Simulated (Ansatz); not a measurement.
The same path of C₃H₆O₂ (11 atoms, charge 0, multiplicity 1) was run twice with different band settings. The coordinate that changes most is the dihedral C3–C4–O5–H11.

These are results of RKS revPBE-D4/def2-SVP in Ansatz 0.2.0, not measurements.

Relaxed end points:

```xyz
11
Properties=species:S:1:pos:R:3
C -1.373 0.789 0.630
O -0.652 1.174 -0.524
C 0.428 0.401 -0.859
C 0.888 -0.696 -0.209
O 2.002 -1.365 -0.681
H -2.202 1.513 0.751
H -0.733 0.812 1.544
H -1.797 -0.238 0.529
H 0.930 0.771 -1.766
H 0.411 -1.094 0.700
H 2.163 -2.122 -0.093
```

```xyz
11
Properties=species:S:1:pos:R:3
C -1.386 0.832 0.600
O -0.569 1.093 -0.528
C 0.476 0.232 -0.736
C 0.825 -0.847 0.010
O 1.889 -1.678 -0.250
H -2.171 1.611 0.618
H -0.802 0.878 1.550
H -1.867 -0.173 0.535
H 1.048 0.520 -1.635
H 0.282 -1.165 0.911
H 2.340 -1.359 -1.055
```

Common settings: movable images 5; climbing image yes; spring 5.0 eV/Å²; optimiser quadratic models (default); start path through a guess of the saddle point; iteration limit 60; end points relaxed.

| run | force threshold |
| --- | --- |
| 1 | 0.03 eV/Å |
| 2 | 0.2 eV/Å |

(1) What does each run give, and how far can it be trusted?

Results:

(1) Run 1: converged after 8 iterations, highest image 0.069 eV above the first end. A vibrational analysis at the climbing image gives one clearly imaginary mode, 318i cm⁻¹: a first-order saddle point.
Run 2: converged after 4 iterations, highest image 0.066 eV above the first end. The threshold of 0.2 eV/Å is loose, so the images may lie well off the minimum-energy path. The order of the stationary point at the top wasn't checked.
